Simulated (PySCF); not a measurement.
An unknown gives this computed stick spectrum. Theory: TDDFT CAM-B3LYP/def2-SVPD, vertical, gas phase, core orbitals frozen in the response (PySCF 2.14.0, density-fitted response routines). Geometries: GFN2-xTB, one conformer each. Ions are computed without counter-ions or solvent.

```json
{"state": "S1", "ν̃ (cm⁻¹)": "71390", "f": "0.0007", "main configurations (H = HOMO, L = LUMO)": "H→L (92%)"}
{"state": "S2", "ν̃ (cm⁻¹)": "76770", "f": "0.014", "main configurations (H = HOMO, L = LUMO)": "H-1→L (93%)"}
{"state": "S3", "ν̃ (cm⁻¹)": "77010", "f": "0.0052", "main configurations (H = HOMO, L = LUMO)": "H-2→L (94%)"}
{"state": "S4", "ν̃ (cm⁻¹)": "81000", "f": "0.0034", "main configurations (H = HOMO, L = LUMO)": "H→L+1 (60%), H→L+2 (33%)"}
{"state": "S5", "ν̃ (cm⁻¹)": "82760", "f": "0.014", "main configurations (H = HOMO, L = LUMO)": "H-3→L (71%), H→L+3 (22%)"}
{"state": "S6", "ν̃ (cm⁻¹)": "83510", "f": "0.0033", "main configurations (H = HOMO, L = LUMO)": "H→L+2 (38%), H→L+1 (24%), H→L+4 (21%)"}
{"state": "S7", "ν̃ (cm⁻¹)": "85170", "f": "0.0041", "main configurations (H = HOMO, L = LUMO)": "H→L+3 (42%), H→L+5 (20%), H-3→L (16%)"}
{"state": "S8", "ν̃ (cm⁻¹)": "85550", "f": "0.041", "main configurations (H = HOMO, L = LUMO)": "H-5→L (83%)"}
```

Orbital energies (eV): HOMO-3 -16.99, HOMO-2 -16.22, HOMO-1 -16.13, HOMO -15.36, LUMO -3.45, LUMO+1 -2.31, LUMO+2 -2.10.

Question: Which structure fits? All have the formula [C5H12N]+.
A. `C[NH+]1CCCC1`
B. `C=C[C@H](C)[NH2+]C`
C. `C=C[N+](C)(C)C`

Answer: A. Its S1, at 8.85 eV, is the highest among the candidates; the nearest of the others has S1 at 8.06 eV. S1 is HOMO→LUMO (92%). Löwdin shares by element: HOMO carbon 43% or more, hydrogen 21% or more (atoms not listed hold the other 36%); LUMO hydrogen 26% or more, carbon 17% or more, nitrogen 11% (atoms not listed hold the other 46%). At the same level the other candidates give, for their lowest levels:
- `C=C[N+](C)(C)C`: 8.06 eV (f 0.407); 8.50 eV (f 0.031); 8.87 eV (f 0.000); 9.30 eV (f 0.014); 9.66 eV (f 0.000); T1 4.69 eV; HOMO -14.41, LUMO -3.59 eV
- `C=C[C@H](C)[NH2+]C`: 7.32 eV (f 0.123); 7.76 eV (f 0.368); 8.13 eV (f 0.008); 8.21 eV (f 0.015); 8.75 eV (f 0.035); T1 4.51 eV; HOMO -13.59, LUMO -3.55 eV
Triplets come from the Tamm–Dancoff approximation.
